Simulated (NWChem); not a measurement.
## Basis-set convergence for propene (C$_{3}$H$_{6}$)

```xyz
9

C      0.2514     1.2161     0.0000
C     -0.4594    -0.0966     0.0000
C      0.1256    -1.2953     0.0000
H     -0.0241     1.8172    -0.8830
H     -0.0241     1.8172     0.8830
H      1.3441     1.0885     0.0000
H     -1.5565    -0.0506     0.0000
H      1.2160    -1.3996     0.0000
H     -0.4609    -2.2178     0.0000
```
Charge 0, spin multiplicity 1.

The numbers come from NWChem runs, not from measurements. Structure: optimised with PBE0/def2-SVP, a minimum by its harmonic frequencies.

Quantity: dipole moment at the level B3LYP.

B3LYP has NWChem's definition, with VWN1-RPA local correlation. The Pople sets run with spherical d functions.

```
basis        functions  dipole moment (D)
-----------  ---------  -----------------
6-31G*              54                ___
pcseg-1             72               0.42
cc-pVDZ             72               0.41
def2-SVP            72               0.41
6-311G**            90                ___
def2-SVPD          108               0.41
6-311++G**         108               0.43
aug-cc-pVDZ        123               0.44
pcseg-2            174               0.43
def2-TZVPP         177               0.42
```

**Question.** What belongs in the gaps?

**Answer.** 
- 6-31G*, dipole moment (D): 0.37
- 6-311G**, dipole moment (D): 0.39
